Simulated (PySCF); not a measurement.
C5H10O.
SMILES with atom numbers: `[CH3:1][CH2:2][CH2:3][CH2:4][CH:5]=[O:6]` (hydrogens: H7, H8, H9 on C1; H10, H11 on C2; H12, H13 on C3; H14, H15 on C4; H16 on C5)

Structure optimised with GFN2-xTB, isolated species.

Q: List the bond lengths, angles and torsions at this level.

A: 
```
               bond  length (Å)   order
              C1–C2       1.523  single
              C2–C3       1.526  single
              C3–C4       1.525  single
              C4–C5       1.499  single
              C5=O6       1.198  double
C1–H7, C1–H8, C1–H9       1.087  single
     C2–H10, C2–H11       1.093  single
     C3–H12, C3–H13       1.092  single
     C4–H14, C4–H15       1.094  single
             C5–H16       1.110  single
```

Bonds in one row agree within 0.01 Å and their mean is given. Orders are formal, as drawn. A selection of angles:
```
     angle  degrees
  C2–C1–H7    110.5
  C2–C1–H8    110.7
  H7–C1–H8    108.4
  C1–C2–C3    111.6
 C1–C2–H10    109.4
 C3–C2–H10    109.4
H10–C2–H11    107.6
  C2–C3–C4    112.0
 C2–C3–H12    109.8
 C4–C3–H12    108.9
H12–C3–H13    107.3
  C3–C4–C5    112.9
 C3–C4–H14    110.8
 C5–C4–H14    107.7
H14–C4–H15    106.6
  C4–C5–O6    125.9
 C4–C5–H16    113.1
 O6–C5–H16    121.0
```

Dihedral angles: C1–C2–C3–C4 180° (antiperiplanar); C2–C3–C4–C5 180° (antiperiplanar); C3–C4–C5–O6 0° (synperiplanar).

The 4 C–C bonds span 1.499 Å (C4–C5, drawn single) to 1.526 Å (C2–C3, drawn single), a spread of 0.027 Å. The 6 heavy atoms lie in one plane (0.001 Å rms). Of the pairs four or more bonds apart, O6···H12 is among the closest relative to their van der Waals radii: 2.76 Å, 102 % of the sum of Bondi's values.

Point group: Cs (every atom within 0.08 Å of its image). Not checked by GFN2-xTB frequencies. One conformer, not necessarily the lowest.

The numbers are calculated, not measured.
